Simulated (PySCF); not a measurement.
Estimate the missing entries of this data sheet.

Species: phosphanamine, H4NP.
InChI=1S/H4NP/c1-2/h1-2H2

Conformer (atom-mapped SMILES and torsion angles): `[NH2:1][PH2:2]`: H–N1–P2–H -65°, H–N1–P2–H 27°.

| property | level | value |
| --- | --- | --- |
| point group of the GFN2-xTB geometry | GFN2-xTB | ? |
| rotational constants A, B, C of the GFN2-xTB geometry | GFN2-xTB | 93.903, 13.880, 13.559 GHz |
| dipole moment | B3LYP/def2-SVPD | ? |
| HOMO energy | B3LYP/def2-SVPD | ? |
| LUMO energy | B3LYP/def2-SVPD | -0.12 eV |
| lowest singlet excitation | TDDFT B3LYP/def2-SVPD | 5.97 eV (208 nm, f = 0.008) |
| strongest line among the 8 lowest singlet transitions | TDDFT B3LYP/def2-SVPD | ? |
| lowest triplet excitation (Tamm–Dancoff) | TDA B3LYP/def2-SVPD | ? |
| static isotropic polarisability | B3LYP/def2-SVPD | ? |
| electronic spatial extent ⟨r²⟩ about the centre of nuclear charge | B3LYP/def2-SVPD | ? |

The electronic properties come from PySCF, for the isolated species, density fitting.

(1) Give the dipole moment.

(2) What is the strongest line among the 8 lowest singlet transitions?

(3) What is the electronic spatial extent ⟨r²⟩ about the centre of nuclear charge?

(4) What is the lowest triplet excitation (Tamm–Dancoff)?

(5) The point group of the GFN2-xTB geometry?

(6) What is the HOMO energy?

(7) The static isotropic polarisability?

Answers

(1) 1.56 D.

(2) S6 at 7.57 eV (164 nm, f = 0.105).

(3) 137 bohr².

(4) 5.23 eV.

(5) C1.

(6) -7.18 eV.

(7) 36.6 au.

The 8 singlets span 5.97 to 8.22 eV, and their oscillator strengths add up to 0.37. The rotational constants make it an asymmetric top with κ = (2B − A − C)/(A − C) = -0.99, nearer the prolate limit (−1). With B = h/(8π²I), that is 505.379 GHz u Å² over I, the principal moments of inertia are 5.4, 36.4 and 37.3 u Å² (most abundant isotopes); the inertial defect Ic − Ia − Ib is -4.5 u Å² (zero for a rigid planar frame, negative otherwise).

One conformer stands for the species.
